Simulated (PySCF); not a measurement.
# Energy profile

The step: CH₅BO ([CH3][BH][OH]) → BHO ([BH][O]) + CH₄; bonds formed: C2–H4; bonds broken: B1–C2, O3–H4 (atoms numbered as in the saddle structure below).

```csv
atom,x (Å),y (Å),z (Å)
B1,-0.8018,-0.2628,-0.6296
C2,0.5243,0.3420,0.4455
O3,-0.6886,-1.5290,-0.8056
H4,0.2233,-0.8740,-0.0167
H5,-1.5129,0.6452,-0.9531
H6,1.3448,-0.2135,0.9222
H7,0.9744,1.0927,-0.2035
H8,-0.0634,0.7994,1.2409
```

Electronic energies by CCSD(T) at an estimated basis limit (MP2 extrapolated from triple and quadruple zeta, plus CCSD(T) − MP2 in triple zeta), on PBE0-D4/def2-TZVP structures; CH₅BO, closed shell; no counterpoise correction. PySCF 2.14 with density fitting (its default auxiliary sets; JK sets also for MP2 and CCSD(T)); basis: def2-TZVPP and def2-QZVPP; cores frozen in the correlated methods. Extrapolation: Hartree–Fock as exp(−7.88 √X), correlation as X^−2.97.

**Question.** Give the profile in kcal/mol, counted from the start structure. (An estimate is asked for; the value comes from the calculation.)

**Answer.** The calculation gives:
```csv
point,kcal/mol
start structure,0.00
saddle,63.25
end structure,10.26
"separated: BHO (linked as [BH][O]; B1, O3, H5; singlet) + CH₄ (C2, H4, H6, H7, H8; singlet)",11.08
```

T1 diagnostic: at most 0.020.

For scale, one of the runs: CCSD(T)/def2-TZVPP, 163 basis functions, launched by `OMP_NUM_THREADS=4 python run.py`. Time: 3.4 min of wall clock on 4 CPU threads of an Arm Neoverse V1; the host was shared. Peak host memory: 1.2 GiB.
